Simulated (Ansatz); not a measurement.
**SiNHO (quintet): the correlation ladder, cc-pVTZ**

An exercise on one series of results from a longer session: the logs are not shown, and one member is left open.

Method: cc-pVTZ, core rule «outside noble gas», up to 7 orbitals frozen; program: Ansatz 0.2.0, Gaussian basis.

Plan: UHF; CCSD(T) on ROHF; CCSD(T) on UHF; BCCD(T) on ROHF; CCSDT(Q) on ROHF; CCSDT(Q) on UHF; CASSCF and NEVPT2, 16 electrons in 13 orbitals.

6 further runs of the same task are left out: 6 set aside as unsound or not needed. Runs told in other sessions of the task aren't counted.

## The geometry

The geometry is a PBE0/def2-TZVP stationary point (not a proven minimum) of the parent state, kept for this charge and spin.

4 atoms, charge 0, spin multiplicity 5.

Atoms are counted from 1 here; the program's logs count them from 0.

Bond lengths: O1–N2 1.191 Å, N2–Si3 1.782 Å, Si3–H4 1.519 Å. Angles: O1–N2–Si3 136.4°, N2–Si3–H4 90.8°.

As a file:

| atom | x (Å) | y (Å) | z (Å) |
| --- | --- | --- | --- |
| O1 | 0.00000 | -0.14430 | 1.62408 |
| N2 | 0.00000 | 0.38087 | 0.55557 |
| Si3 | 0.00000 | -0.15398 | -1.14407 |
| H4 | 0.00000 | 1.28839 | -1.62133 |

Set-up of the first run:

The input, in.yaml:

```yaml
crystal:
  periodic: [false, false, false]
  atoms:
    - {symbol: O, position_ang: [0.000000, -0.144299, 1.624079]}
    - {symbol: N, position_ang: [0.000000, 0.380867, 0.555568]}
    - {symbol: Si, position_ang: [0.000000, -0.153981, -1.144069]}
    - {symbol: H, position_ang: [0.000000, 1.288393, -1.621334]}
basis:
  gaussian: {orbitals: cc-pVTZ}
magnetization: {spin_polarized: true, initial_magnetization: 4}
hamiltonian: {xc: hf}
output: {orbitals: {seedname: orbitals}}
```

Command:

```console
> ansatz run in.yaml --threads 1 --pin off --events-out ev --progress --plain --max-ram 2560MiB --backend cpu
```

Among the steps run: UHF; CCSD(T) on ROHF; CCSD(T) on UHF; BCCD(T) on ROHF; CCSDT(Q) on ROHF; CCSDT(Q) on UHF; CASSCF and NEVPT2, 16 electrons in 13 orbitals.

One table of the session follows, with a row left open; its other results are not shown here.

It belongs to the step «Misses and costs». 

| method | from UCCSDT(Q) (kJ/mol) |
| --- | --- |
| ROHF | +1383.1 |
| UHF | +1332.6 |
| RMP2 | +91.1 |
| UMP2 | +116.8 |
| RCCSD | +63.3 |
| UCCSD | +60.4 |
| RCCSD(T) | +6.1 |
| UCCSD(T) | +6.1 |
| BCCD(T) | +6.0 |
| RCCSDT | +4.7 |
| UCCSDT | +4.1 |
| RCCSDT(Q) | +0.5 |
| UCCSDT(Q) | 0 |
| CASSCF valence | +1086.7 |
| NEVPT2 valence | ? |

**Question.** Estimate the row for NEVPT2 valence.

**Answer.** from UCCSDT(Q) (kJ/mol): +188.5. In the column «from UCCSDT(Q) (kJ/mol)» it lies between UMP2 (+116.8) and CASSCF valence (+1086.7).

Limits of these values: Restricted and unrestricted rows rest on different reference determinants; a gap between their highest levels can come from leftover correlation error, from unlike frozen cores or from another state.
